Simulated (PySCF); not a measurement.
## Spin states of LiF

Unrestricted PBE0; Li 3-21G, F 3-21G; no relativity (PySCF 2.14). Outer shells of the fragments: Li 2s1; F 2s2 2p5.

Followed along the bond (rough minima from three points):

| 2Ms+1 | unpaired | ⟨S²⟩ at the start | R at minimum (Å) | Te (eV) |
| --- | --- | --- | --- | --- |
| 1 | none | 0.00 | 1.53 | 0.00 |
| 3 | σ ↑, π ↑ | 2.00 | none in the scan | ≤ 4.98 |

Solutions found at the starting distance of 1.900 Å, counted from the lowest of them; the search is not exhaustive and high or unbound solutions are not listed, so other states can lie among these:

| 2Ms+1 | unpaired | term | E (eV) | ⟨S²⟩ | ⟨Lz²⟩ | μ (D) |
| --- | --- | --- | --- | --- | --- | --- |
| 1 | none | ¹Σ⁺ | 0.00 | 0.00 | 0.00 | -6.04 |
| 3 | σ ↑, π ↑ | ³Π | 4.23 | 2.00 | 1.00 | 2.94 |
| 1 | σ ↓, π ↑ | mixed | 4.25 | 1.00 | 1.00 | 3.14 |
| 3 | σ ↑↑ | ³Σ⁺ | 4.75 | 2.00 | 0.00 | 3.09 |
| 3 | π ↑↑ | mixed | 5.59 | 2.00 | 2.00 | 0.55 |
| 3 | π ↑↑ | mixed | 5.68 | 2.00 | 2.00 | 0.53 |
| 3 | σ ↑, π ↑ | ³Π | 6.21 | 2.00 | 1.00 | 0.55 |

A term symbol is given only where ⟨S²⟩ and ⟨Lz²⟩ are close to those of a pure state; real π, δ and φ orbitals otherwise mix terms. A positive dipole means Li(−)F(+).

Counting both spins, an empty level lies below a filled one in some of these solutions, because spin and occupation are held. 3-21G is very small, so such numbers show the basis as much as the molecule.
